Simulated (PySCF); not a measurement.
Species: difluorodisulfane, S2F2.
Z-matrix (Å and degrees, PBE0-D3(BJ)/def2-SVP geometry), rows numbered from 1:
```
F 
S   1  1.6483
S   2  1.9223  1  107.59
F   3  1.6483  2  107.65  1   -88.92
```

Method: TDDFT B3LYP/def2-SVPD, vertical, gas phase, core orbitals frozen in the response (PySCF).

Computed states:

| state | E (eV) | f |
| --- | --- | --- |
| S1 | 4.88 | 0.0001 |
| S2 | 4.99 | 0.0008 |
| S3 | 5.24 | 0.0021 |
| S4 | 5.93 | 0.050 |
| S5 | 6.41 | 0.0034 |
| S6 | 6.42 | 0.029 |
| S7 | 6.82 | 0.0043 |
| S8 | 6.88 | 0.095 |
| S9 | 7.84 | 0.049 |
| S10 | 7.94 | 0.064 |

Each state is given a Gaussian of 0.4 eV full width at half maximum, with ε(max) = 2.175×10⁸ f / Δν̃ (Δν̃ the width in cm⁻¹). The width is an assumption, not a result. The curve ends short of the highest state used, and states not computed would add to its high-energy end.

Task: Give the broadened spectrum and its maxima.

Result: 
(λ (nm), ε (L mol⁻¹ cm⁻¹)): (168.8, 215), (171.0, 618), (173.2, 1718), (175.4, 3564), (177.6, 5560), (179.8, 6673), (182.0, 6335), (184.2, 4987), (186.4, 3592), (188.6, 2774), (190.8, 2505), (193.0, 2415), (195.2, 2241), (197.4, 2015), (199.6, 1943), (201.8, 2178), (204.0, 2666), (206.2, 3173), (208.4, 3429), (210.6, 3286), (212.8, 2786), (215.0, 2097), (217.2, 1412), (219.4, 859), (221.6, 481), (223.8, 261), (226.0, 156), (228.2, 120), (230.4, 121), (232.6, 136), (234.8, 152), (237.0, 162), (239.2, 164), (241.4, 157), (243.6, 145), (245.8, 129), (248.0, 112), (250.2, 95), (252.4, 78), (254.6, 63), (256.8, 49), (259.0, 37), (261.2, 27), (263.4, 19), (265.6, 13), (267.8, 8), (270.0, 5), (272.2, 3), (274.4, 2), (276.6, 1), (278.8, 1), (281.0, 0), (283.2, 0), (285.4, 0), (287.6, 0), (289.8, 0)

Maxima: 238 nm (5.20 eV), ε about 160, made up of S2 (16%) and S3 (84%); 209 nm (5.94 eV), ε about 3400, made up of S4 (99%); 180 nm (6.87 eV), ε about 6700, made up of S8 (95%) (ε in L mol⁻¹ cm⁻¹; maxima over ε = 5, shares over 10%).

Task: On this curve, what absorbance would a 10⁻⁴ mol/L sample give at 248 nm over a 1 cm path?

Result: 248 nm is 4.999 eV, where ε is about 110 L mol⁻¹ cm⁻¹, so A = ε c l ≈ 0.011 (Beer–Lambert, with the gas-phase spectrum and the assumed width).

Task: What would ε be at 6.87 eV, the highest of these maxima, with half the width (0.2 eV)?

Result: About 13200 L mol⁻¹ cm⁻¹ against 6720, a factor of about 1.96; a lone state at its own centre would give exactly 2.

Task: Coming from long wavelengths, where does ε first pass 100 L mol⁻¹ cm⁻¹?

Result: At about 249 nm (4.97 eV), 0.09 eV above S1.

The vertical ionisation energy (ΔSCF) is 11.06 eV, 3.11 eV above S10.
